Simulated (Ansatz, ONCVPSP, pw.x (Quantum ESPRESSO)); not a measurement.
**Ta: does the ONCV potential hold in the solid?**

| Quantity | Value |
| --- | --- |
| Element | Ta (Z = 73) |
| Generator | ONCVPSP 4.0.1.1 (patched build) |
| Type | optimised norm-conserving Vanderbilt (ONCV) |
| Functional | PBEsol |
| Relativity | scalar-relativistic |
| Frozen core | [Kr] 4d10 4f14 |
| Valence charge | 13 |
| Reference configuration | 5s2 5p6 5d3 6s1 (charge +1) |
| Partial waves | 5s+6s: rc 1.70 bohr, ncon 3, nbas 6, qcut 6.1 1/bohr, 2 projectors; 5p: rc 1.55 bohr, ncon 4, nbas 7, qcut 11.3 1/bohr, 2 projectors, debl 0.9 Ha; 5d: rc 2.45 bohr, ncon 4, nbas 9, qcut 6 1/bohr, 2 projectors, debl 1.9 Ha |
| Local potential | polynomial inside 1.10 bohr (lpopt 5, dvloc0 1 Ha) |
| Core correction | Teter function, fcfact 3.75, rcfact 1.2 |

In the p channel the program set the typed energies aside and used -1.715, 0.250 Ha.

Atomic tests: cutoffs needed: 37 Ha and 45 Ha (the cutoffs (Ha) at which the residual kinetic energy of the hardest occupied pseudo-wave falls to 1 and 0.1 mHa per electron); ghost test: ghosts flagged at negative energy: d at -1242.6 eV; GHOST(+) flagged for s at 61.9 eV; a true bound ghost makes a file unfit for plane-wave use; largest excitation error: -7.5 meV (all-electron minus pseudo) for 5s2 5p6 5d2 6s0, out of 4 test configurations.

Crystal test: bcc Ta in pw.x 7.5, no spin, 14³ k-points, Fermi–Dirac smearing 0.01 Ry, cutoffs 105/420 Ry. The reference is all-electron LAPW (Ansatz 0.2.0) with the same functional, mesh and smearing; V0 and B0 come from Birch–Murnaghan fits to the pressures at five volumes. Errors are pseudo minus all-electron; Δ is the rms difference of the E(V) curves that follow from these fits, minima aligned, over ±6 % about the mean V0. Mesh and smearing are coarse, so the numbers serve the comparison and aren't converged zero-temperature values; the lattice is a test structure that the element need not adopt.

All-electron: a0 = 3.282 Å (V0 = 17.68 Å³/atom), B0 = 206.9 GPa.

Q: How far does the potential miss the all-electron equation of state?

A: converged, but broken (pressure over 100 GPa off). The pressure does not cross zero within the volumes sampled, so no fit is given. The pseudo pressure rises with volume over the whole range, a mechanical instability. Note: ghosts flagged at negative energy: d at -1242.6 eV; GHOST(+) flagged for s at 61.9 eV. A true bound ghost makes a file unfit for plane-wave use. A pressure error of this size marks a broken potential; the numbers have no physical meaning.

```tsv
V (Å³/atom)	P all-electron (GPa)	P pseudo (GPa)
16.673	13.61	-162.37
17.112	7.22	-159.22
17.551	1.56	-155.18
17.990	-3.46	-153.66
18.429	-7.90	-153.44
```

Q: At the middle volume, how do free energy and pressure move when the wave cutoff is lowered (ecutrho kept at four times it)?

A:

| cutoff (Ry) | shift of F (meV/atom) | shift of P (GPa) |
| --- | --- | --- |
| 47 | +2984960.6 | -102438.86 |
| 63 | +453418.2 | -16376.95 |
| 84 | +76275.2 | -4185.82 |

The run at the middle volume (104 k-points, 9 iterations) took about 79 s on one core of a shared host (Neoverse-N1, 64 threads, 124 GiB, load 52).
